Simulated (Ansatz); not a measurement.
For zinc-blende InSb, PBEsol+SOC (plane waves, PAW; Ansatz, a quantum-chemistry and plane-wave program) gives:

```
Property                           Value
------------------------------  --------
equilibrium lattice constant a   6.518 Å
bulk modulus B0                 42.5 GPa
band gap at the measured cell    0.00 eV
```

Problem. What does Hartree–Fock in Ansatz (plane waves, PAW) give for the same quantities?

Solution. 
- lattice constant a: 6.625 Å (grows by 1.6 %)
- bulk modulus: 49.4 GPa (goes up by 16 %)
- band gap at the measured cell: 5.73 eV (goes up by 5.73 eV)

For comparison: lattice constant a 6.468 Å (measured, static lattice: zero-point anharmonic expansion removed; as tabulated in Mejia-Rodriguez and Trickey (2018), arXiv:1807.09216); bulk modulus 46.1 GPa (measured, 0 K value with the zero-point phonon effect removed; as tabulated in Mejia-Rodriguez and Trickey (2018), arXiv:1807.09216); band gap 0.26 eV (measured, zero-point shift of 0.02 eV (the table's estimate, ZP (est)) added back here, E0, Γ; inputs from arXiv:2302.06325).

Changes are worked out from the printed values.

Unless a cell is named, each level is at its own relaxed cell (PBEsol+SOC 34.62, Hartree–Fock 36.35 Å³/atom).

Levels without +SOC have no spin–orbit coupling; where heavier elements are present it shifts gaps, mostly down, and can invert bands. A gap of zero means that the bands touch or overlap. Density-functional gaps are differences of (generalised) Kohn–Sham levels.

Ansatz's density-functional and Hartree–Fock values are scalar-relativistic unless marked +SOC, with PAW data made under PBE.
